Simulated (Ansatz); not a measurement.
in.yaml

```yaml
crystal:
  periodic: [false, false, false]
  atoms:
    - {symbol: Si, position_ang: [0.000000, 0.000000, 0.000000]}
    - {symbol: Br, position_ang: [0.000000, 0.000000, 2.231500]}
basis:
  gaussian: {orbitals: "6-31G*"}
total_charge: 1
magnetization: {spin_polarized: false, initial_magnetization: 1}
correlation: {method: ccsd, electrons: outside_noble_gas}
scf: {lower_state_search: light}
```

```sh
$ ansatz run in.yaml --threads 1 --pin off --events-out ev --progress --plain --max-ram 2393MiB
```

Task: One thing in this input was set wrong on purpose, beside settings that are merely unusual. What is the gravest fault, and what does the program do?

Result: Multiplicity of wrong parity. How the run ends: refused.
```
Error: a molecule whose nuclei and cores have a total charge of 49 cannot have a net charge of 1 together with 1 unpaired electrons
```
